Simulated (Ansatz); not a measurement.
## Structure relaxation of As

Theory: Ansatz, DFT r2SCAN, scalar-relativistic, plane waves, PAW. Cutoff 500 eV, Γ-centred k mesh, Gaussian smearing, no spin polarisation in the final step.

As was placed on the hcp structure type (P6_3/mmc, No. 194), at a guessed volume.

```xyz
2
Lattice="3.1304 0.0000 0.0000 -1.5652 2.7110 0.0000 0.0000 0.0000 5.0809" Properties=species:S:1:pos:R:3 pbc="T T T"
As    0.0000    1.8074    1.2702
As    1.5652    0.9037    3.8107
```

Steps on the 6×6×4 mesh (2 atoms). 5 of 5 steps are shown, and the free energy counts from the last. Trial steps that were taken back and renewals of the plane-wave basis can be among the rows.

| step | ΔF (meV/atom) | V (Å³/atom) | P (GPa) |
| --- | --- | --- | --- |
| 1 | 95.0 | 21.56 | -8.40 |
| 2 | 2.0 | 19.19 | -1.27 |
| 3 | 1.5 | 18.80 | 0.63 |
| 4 | -0.3 | 18.90 | 0.01 |
| 5 | 0.0 | 18.90 | 0.00 |

A final relaxation ran on a 21×21×12 mesh. The relaxed crystal, P6_3/mmc (No. 194):

```
As
1.0
     2.98332    0.00000    0.00000
    -1.49166    2.58363    0.00000
     0.00000    0.00000    4.93180
As
2
Direct
  0.33333 0.66667 0.25000
  0.66667 0.33333 0.75000
```

* Volume per atom: 19.01 Å³
* Density: 6.55 g/cm³
* Energy over the standard structure: 0.71 eV/atom
* Gap on the 21×21×12 mesh: 0 eV (a metal)

Energies count from the standard state of As at the same level.

The final run used a 21×21×12 mesh on its 2-atom cell and 0.10 eV smearing. The k mesh leaves about 4 meV/atom of noise in metals.

A structure relaxed within its symmetry needn't be a true minimum.